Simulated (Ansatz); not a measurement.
# FH₂SSi− (SMILES F[SiH2][S-]): single points off equilibrium

An exercise on one series of results from a longer session: the logs are not shown, and one member is left open.

Program: Ansatz 0.2.0, Gaussian basis. Level of theory: single points in def2-TZVPPD. These are calculated values, not measurements.

Cores are frozen in the correlated methods.

### Where the work starts

SMILES `F[SiH2][S-]`, 5 atoms, charge -1, spin multiplicity 1.

Atoms are counted from 1 here; the program's logs count them from 0.

Bond lengths: F1–Si2 1.623 Å, Si2–S3 1.967 Å, Si2–H4 1.477 Å, Si2–H5 1.637 Å. Angles: F1–Si2–S3 114.6°, F1–Si2–H4 103.1°, F1–Si2–H5 95.7°, S3–Si2–H4 113.9°, S3–Si2–H5 113.2°, H4–Si2–H5 114.6°.

As a file:

```
atom    x (Å)    y (Å)    z (Å)
  F1  -0.3478  -0.0094   1.5193
 Si2  -0.0102  -0.0155  -0.0679
  S3  -1.1003   1.2209  -1.1420
  H4  -0.1742  -1.4350  -0.4399
  H5   1.5447   0.4709   0.0954
```

Set-up of the first run:

Contents of run/in.yaml:

```yaml
crystal:
  periodic: [false, false, false]
  atoms:
    - {symbol: F, position_ang: [-0.347800, -0.009400, 1.519300]}
    - {symbol: Si, position_ang: [-0.010200, -0.015500, -0.067900]}
    - {symbol: S, position_ang: [-1.100300, 1.220900, -1.142000]}
    - {symbol: H, position_ang: [-0.174200, -1.435000, -0.439900]}
    - {symbol: H, position_ang: [1.544700, 0.470900, 0.095400]}
basis:
  gaussian: {orbitals: "def2-TZVPPD.json"}
total_charge: -1
correlation: {method: ccsd_t}
output: {forces: true}
```

The basis file named in the input lies beside it (Basis Set Exchange, JSON).

No record of the launch command was kept for these runs.

Steps of the session up to this table: CCSD(T)/def2-TZVPPD; PBE0-D4/def2-TZVPPD; wB97M-V/def2-TZVPPD; r2SCAN-D4/def2-TZVPPD; PBE-D4/def2-TZVPPD; revPBE-D4/def2-TZVPPD; r2SCANh-D4/def2-TZVPPD.

One table of the session follows, with a row left open; its other results are not shown here.

| method | RMS force component (eV/Å) | angle to CCSD(T) forces (°) |
| --- | --- | --- |
| CCSD(T) | 0.862 | reference |
| PBE0-D4 | 0.795 | 5.5 |
| wB97M-V | 0.816 | 5.5 |
| r2SCAN-D4 | 0.801 | 4.8 |
| PBE-D4 | 0.859 | 14.7 |
| revPBE-D4 | ? | ? |
| r2SCANh-D4 | 0.794 | 6.0 |

**Question.** Estimate the row for revPBE-D4.

**Answer.** RMS force component (eV/Å): 0.874; angle to CCSD(T) forces (°): 18.2. In the column «RMS force component (eV/Å)» it is the highest.
